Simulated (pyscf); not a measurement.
Elementary routes open to H₂N–SiH: (SMILES N[SiH]) [singlet] + H₂ (SMILES [H][H]) in the gas phase (singlet surface):
A. H₂N–SiH₃ (SMILES N[SiH3]) (H–H broken; H–Si, H–Si formed)
B. SiH₂ (SMILES [SiH2]) [singlet] + NH₃ (SMILES N) (N–Si, H–H broken; H–Si, H–N formed)

Single points on ωB97X-D3(BJ)/def2-SVP structures (PySCF, gas phase).

Problem. Rank the routes by free-energy barrier at 900 K, lowest first, for ωB97M-D3(BJ)/def2-TZVP energies (ideal gas, 1 atm, RRHO with modes under 100 cm⁻¹ raised to 100, one conformer, R ln 2 for chiral ones without a mode under 150 cm⁻¹).

Solution. A (48.2 kcal/mol), B (56.3 kcal/mol)

Route A is the fastest of these, ahead of the next by 8.0 kcal/mol. The most stable products are those of A (ΔG = -12.0 kcal/mol), so kinetics and thermodynamics agree. At 298 K A is still the fastest. B: On the product side the descent ends in an adduct with a N–Si contact, 32.6 kcal/mol under the separated species and 35.2 kcal/mol under the saddle at ωB97X-D3(BJ)/def2-TZVP. Only these routes are compared; each barrier is that of the saddle found, and lower ones may exist.
